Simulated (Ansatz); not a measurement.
Born–Oppenheimer molecular dynamics of CH6BCl (9 atoms, charge 0, multiplicity 1). It starts at the highest image of a converged band, a first-order saddle point between two minima.

Level of theory: RKS PBE0/def2-SVP in Ansatz 0.2.0.

| Property | Result |
| --- | --- |
| ensemble | NVE (velocity Verlet) |
| time step | 0.5 fs |
| steps asked | 200 |
| starting velocities drawn for | 100 K |
| seed | 9926 |

First frame:

```xyz
9
Properties=species:S:1:pos:R:3
B 0.026 0.357 -0.067
Cl 0.129 0.098 2.113
C 1.411 -0.037 -0.685
H 1.581 -1.123 -0.626
H 1.396 0.227 -1.757
H 2.269 0.477 -0.228
H -1.030 -0.157 -0.331
H -0.138 1.616 0.097
H -0.043 1.213 1.179
```

(1) How far do the bonds stretch over the last three quarters of this one trajectory? (Pairs bonded in most of those frames.)

Results:

(1) 
```csv
bond,mean (Å),spread (Å),shortest,longest
B1–C3,1.563,0.010,1.55,1.58
B1–H7,1.212,0.018,1.18,1.24
B1–H8,1.217,0.009,1.21,1.25
Cl2–H9,1.294,0.024,1.26,1.37
C3–H4,1.100,0.003,1.09,1.11
C3–H5,1.110,0.007,1.10,1.12
C3–H6,1.100,0.012,1.08,1.12
```

Mean temperature of the second half: 236 K. The conserved energy stayed within 0.049 meV per atom of its start (net change 0.0094 meV per atom), so the integration is sound. The kinetic energy rose, since the run started high on the potential surface and went downhill. It ends in pieces (CH5B + ClH), so much of that is their flight and rotation, not heat. A run of 0.1 ps of so small a system gives no equilibrium averages. The orbitals stay closed-shell, which can raise the energy where a bond breaks towards radicals; this wasn't checked here.

The run took 6.1 min on 1 thread of Arm Neoverse V2 (shared host), peak memory 0.16 GiB.
